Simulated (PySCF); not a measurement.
C2H3, SMILES [CH]=C (connectivity only; charge and spin as stated), charge +1, multiplicity 1.

Coordinates come from a B3LYP-D3(BJ)/def2-TZVP optimisation. The multiplicity is an assumed one; other spin states were not compared. The isomer is the one that the SMILES or the coordinates give; other isomers of the formula were not compared.

The numbers are results of PySCF with ωB97X/def2-TZVPD, not measurements.

Q: Estimate the frontier levels, gap, dipole moment and polarisability. (The exact figures need the calculation; the answer reports its results.)

A: 
The highest occupied level is -19.44 eV and the lowest empty level comes out as -8.51 eV. The orbital gap is 10.93 eV. The dipole moment about the centre of nuclear charge is 0.61 D, the mean static polarisability comes out as 18.2 bohr³ (2.69 Å³) and the polarisability, principal values is 13.6, 15.3, 25.6 bohr³.
